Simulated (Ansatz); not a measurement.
**C6H14: a ladder of functionals and wavefunction methods**

One table from this session's results is given with a row withheld; the runs are named, their logs left out.

The runs use Ansatz 0.2.0, Gaussian basis; functionals in def2-TZVPP, the program's frozen cores in correlated methods.

The runs, in order: PBE-D4, r2SCAN-D4, PBE0-D4, B3LYP-D4, ωB97X-V, ωB97M-V, B2PLYP; CCSD(T)/def2-TZVPP; MP2/def2-QZVPP; extrapolation to the limit.

### The relaxed structure

An earlier PBE0-D4 in a triple-zeta def2 set relaxation fixed the geometry.

SMILES `CCC(C)CC`, 20 atoms, charge 0, spin multiplicity 1.

Atoms are counted from 1 here; the program's logs count them from 0.

Bond lengths: C1–C2 1.521 Å, C1–H7 1.092 Å, C1–H8 1.092 Å, C1–H9 1.093 Å, C2–C3 1.531 Å, C2–H10 1.096 Å, C2–H11 1.096 Å, C3–C4 1.523 Å, C3–C5 1.528 Å, C3–H12 1.099 Å, C4–H13 1.092 Å, C4–H14 1.093 Å, C4–H15 1.094 Å, C5–C6 1.520 Å, C5–H16 1.096 Å, C5–H17 1.096 Å, C6–H18 1.092 Å, C6–H19 1.094 Å and more. Angles: C2–C1–H7 111.8°, C2–C1–H8 110.6°, C2–C1–H9 111.8°, H7–C1–H8 107.3°, H7–C1–H9 107.7°, H8–C1–H9 107.3°, C1–C2–C3 115.6°, C1–C2–H10 109.0°, C1–C2–H11 109.0°, C3–C2–H10 108.4°, C3–C2–H11 108.4°, H10–C2–H11 106.0°, C2–C3–C4 111.8°, C2–C3–C5 111.8°, C2–C3–H12 106.3°, C4–C3–C5 112.1°, C4–C3–H12 107.4°, C5–C3–H12 107.0° and more.

Set-up of the first run:

in.yaml

```yaml
crystal:
  periodic: [false, false, false]
  atoms:
    - {symbol: C, position_ang: [1.125279, 1.079412, -1.669201]}
    - {symbol: C, position_ang: [1.465077, 0.572475, -0.275802]}
    - {symbol: C, position_ang: [0.387413, -0.281657, 0.397355]}
    - {symbol: C, position_ang: [0.126680, -1.572134, -0.369186]}
    - {symbol: C, position_ang: [-0.895123, 0.511442, 0.642216]}
    - {symbol: C, position_ang: [-1.897739, -0.189721, 1.543659]}
    - {symbol: H, position_ang: [0.238771, 1.717866, -1.664280]}
    - {symbol: H, position_ang: [1.949424, 1.670496, -2.075159]}
    - {symbol: H, position_ang: [0.940013, 0.258740, -2.366291]}
    - {symbol: H, position_ang: [1.682666, 1.428823, 0.372718]}
    - {symbol: H, position_ang: [2.390105, -0.013177, -0.324878]}
    - {symbol: H, position_ang: [0.785402, -0.559539, 1.383200]}
    - {symbol: H, position_ang: [-0.519595, -2.249969, 0.191836]}
    - {symbol: H, position_ang: [1.060877, -2.102915, -0.572104]}
    - {symbol: H, position_ang: [-0.359811, -1.374992, -1.328785]}
    - {symbol: H, position_ang: [-1.371015, 0.740706, -0.317972]}
    - {symbol: H, position_ang: [-0.627637, 1.477157, 1.087061]}
    - {symbol: H, position_ang: [-2.270791, -1.113829, 1.096312]}
    - {symbol: H, position_ang: [-1.447342, -0.446636, 2.507102]}
    - {symbol: H, position_ang: [-2.762665, 0.447452, 1.742219]}
basis:
  gaussian: {orbitals: def2-TZVPP}
hamiltonian: {xc: pbe, dispersion: d4}
output: {forces: true, orbitals: {seedname: orbitals}}
```

The run is started by

```sh
$ ansatz run in.yaml --threads 2 --pin off --events-out ev --progress --plain --max-ram 32768MiB --backend cuda --devices 0, --max-vram 18GiB
```

Among the steps run: PBE-D4 (GGA); r2SCAN-D4 (meta-GGA); PBE0-D4 (hybrid); B3LYP-D4 (hybrid); ωB97X-V (range-separated); ωB97M-V (range-separated); B2PLYP (double hybrid); CCSD(T) in def2-TZVPP; MP2 in def2-QZVPP.

One of the session's tables, all rows but one given; the rest of the session is left out.

| method | atoms, summed (eV) | atomisation energy (kJ/mol) |
| --- | --- | --- |
| PBE-D4 | -6361.218 | 8026.2 |
| r2SCAN-D4 | -6367.369 | 7918.6 |
| PBE0-D4 | -6363.294 | 7957.2 |
| B3LYP-D4 | -6372.554 | 7914.3 |
| ωB97X-V | -6369.816 | 7914.7 |
| ωB97M-V | -6367.352 | 7925.4 |
| B2PLYP | ? | ? |
| HF/def2-TZVPP | -6344.395 | 6036.3 |
| MP2/def2-TZVPP | -6355.189 | 7804.6 |
| CCSD/def2-TZVPP | -6358.521 | 7668.7 |
| CCSD(T)/def2-TZVPP | -6358.852 | 7752.5 |
| MP2/CBS | -6357.042 | 7959.2 |
| CCSD(T)/CBS | -6360.706 | 7907.1 |

**Question.** Estimate the row for B2PLYP.

As computed: atoms, summed (eV): -6365.907; atomisation energy (kJ/mol): 7833.2. In the column «atoms, summed (eV)» it lies between ωB97M-V (-6367.352) and PBE0-D4 (-6363.294).

To keep in mind: Free atoms (6 C, 14 H) were run apart at each level; the atomisation energy is their sum less the molecule, without zero-point or spin-orbit terms.
